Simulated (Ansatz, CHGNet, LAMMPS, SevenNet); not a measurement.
# Elastic constant C11 of fcc Au: levels of theory against measurement

Reference value: 202 GPa (measured, 0 K, extrapolated to 0 K; zero-point effects included; as tabulated in Malica and Corso (2021), arXiv:2109.00459).

Task: What do Lennard-Jones jacobson2022, Morse jacobson2022, CHGNet 0.3.0, SevenNet-0, LDA, PBE, PBEsol, r²SCAN, HSE06 give, and how far is each from the reference?

Result: 
```
level (code)                         value (GPa)  cell (Å³/atom)  difference (%)
-----------------------------------  -----------  --------------  --------------
Lennard-Jones jacobson2022 (LAMMPS)          404           16.84            +100
Morse jacobson2022 (LAMMPS)                  218           16.85            +7.9
CHGNet 0.3.0 (CHGNet)                        103           18.15             -49
SevenNet-0 (SevenNet)                        143           18.14             -29
LDA (Ansatz)                                 216           16.58            +6.9
PBE (Ansatz)                                 157           17.98             -22
PBEsol (Ansatz)                              196           17.02            -3.0
r²SCAN (Ansatz)                              172           17.55           -14.9
HSE06 (Ansatz)                               160           17.56             -21
```

Leaving aside Lennard-Jones jacobson2022, Morse jacobson2022, which can be fitted to such values or carry a doubt: Nearest, and too close to rank with a margin of 3.3 % (twice that across the reference) picked here for doubts on the reference and the settings, and for temperature and zero-point motion: PBEsol (-3.0 %), LDA (+6.9 %). CHGNet 0.3.0 (-49 %) lies farthest from it. Of these only PBEsol lands within 5 %.

The reference has no zero-point or thermal correction, while the calculations are for a static lattice, so the differences are not the levels' errors alone.  Density-functional levels without +SOC have no spin–orbit coupling. HSE06: hybrids on metals are sensitive to the k mesh. Each level is taken at its own relaxed cell. Cutoffs and k meshes differ between the levels. Ansatz's density-functional and Hartree–Fock values are scalar-relativistic unless marked +SOC, with PAW data made under PBE.

Empirical potentials (Lennard-Jones jacobson2022, Morse jacobson2022) are fitted to chosen data, which need not cover the solid at hand: agreement can be built in, and what lay outside the fit can be far off. Machine-learned potentials (CHGNet 0.3.0, SevenNet-0) are trained on DFT data, which may include these solids.

Differences are worked out from the printed values.

Ansatz is a program for electronic structure.
